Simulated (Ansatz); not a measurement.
Born–Oppenheimer molecular dynamics of C$_{2}$H$_{7}$Si (10 atoms, charge -1, multiplicity 1). It starts at the highest image of a converged band, a first-order saddle point between two minima.

Level of theory: RKS PBE/def2-SVP (Ansatz).

- ensemble: NVE (velocity Verlet)
- time step: 0.5 fs
- steps asked: 200
- starting velocities drawn for: 100 K
- seed: 12826

First frame:

```xyz
10
Properties=species:S:1:pos:R:3
C -0.987 0.714 -0.684
C 0.362 0.059 -0.472
Si 0.998 -0.981 0.932
H -1.806 -0.010 -0.968
H -0.987 1.497 -1.483
H -1.355 1.210 0.243
H 0.933 -0.117 -1.406
H 0.211 -2.318 1.341
H 0.694 -0.211 2.233
H 1.937 0.156 0.264
```

Task: How far do the bonds stretch over the last three quarters of this one trajectory? (Pairs bonded in most of those frames.)

Result: 
| bond | mean (Å) | spread (Å) | shortest | longest |
| --- | --- | --- | --- | --- |
| C1–C2 | 1.510 | 0.023 | 1.46 | 1.55 |
| C1–H4 | 1.136 | 0.020 | 1.10 | 1.17 |
| C1–H5 | 1.126 | 0.024 | 1.09 | 1.17 |
| C1–H6 | 1.118 | 0.007 | 1.10 | 1.13 |
| C2–Si3 | 1.786 | 0.036 | 1.73 | 1.85 |
| C2–H7 | 1.108 | 0.006 | 1.10 | 1.12 |
| Si3–H8 | 1.628 | 0.089 | 1.48 | 1.82 |
| Si3–H9 | 1.575 | 0.071 | 1.46 | 1.76 |
| Si3–H10 | 1.597 | 0.092 | 1.42 | 1.75 |

Mean temperature of the second half: 759 K. The conserved energy stayed within 0.13 meV per atom of its start (net change 0.051 meV per atom), so the integration is sound. The system heated up, since it started high on the potential surface and ran downhill. A run of 0.1 ps of so small a system gives no equilibrium averages. The orbitals stay closed-shell, which can raise the energy where a bond breaks towards radicals; this wasn't checked here. Limits of this set-up: an anion without diffuse functions, the dipole of an ion depends on the origin.

Run time: 6.1 min on 1 thread of Arm Neoverse V2, with other jobs on the host, peak memory 0.1 GiB.
